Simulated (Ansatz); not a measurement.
## A ladder of methods for BNH4 (BH2(NH2))

BNH4 has 6 atoms, charge 0, and is taken as a singlet. SMILES: `[H]B([H])N`. The coordinates come from a GFN2-xTB relaxation.

Quantity: the electronic atomisation energy, in eV. The values are calculated. Electronic energies at fixed atoms, without zero-point motion or spin-orbit coupling.

| level | kind | program | value (eV) | CPU time (all runs) |
| --- | --- | --- | --- | --- |
| HF/STO-3G | Hartree–Fock | Ansatz | 19.89 | 0.13 s |
| revPBE/STO-3G | GGA | Ansatz | 25.73 | 1.3 s |
| PBE0/STO-3G | global hybrid | Ansatz | 25.93 | 1.2 s |
| wB97X/STO-3G | range-separated hybrid | Ansatz | 25.76 | 5.2 s |
| B2PLYP/STO-3G | double hybrid | Ansatz | 24.65 | 1.5 s |
| MP2/STO-3G | perturbation theory | Ansatz | 21.83 | 0.14 s |
| CCSD(T)/STO-3G | coupled cluster or CI | Ansatz | ? | 0.29 s |
| CCSD/STO-3G | coupled cluster or CI | Ansatz | 22.00 | 0.28 s |
| CCSDT(Q)/STO-3G | coupled cluster or CI | Ansatz | ? | 1 s |
| FCI/STO-3G | exact in the basis | Ansatz | 22.07 | 3.8 s |

Problem. Estimate what the levels marked ? give.

Solution. As computed at these levels: CCSD(T)/STO-3G: 22.06 eV; CCSDT(Q)/STO-3G: 22.08 eV. The values span 19.89 to 25.93 eV. All rows use very small basis sets, so even the best lies far from the true value. Times are those of the runs behind each value, whatever else they computed, on shared processors of several kinds: orders of magnitude only.
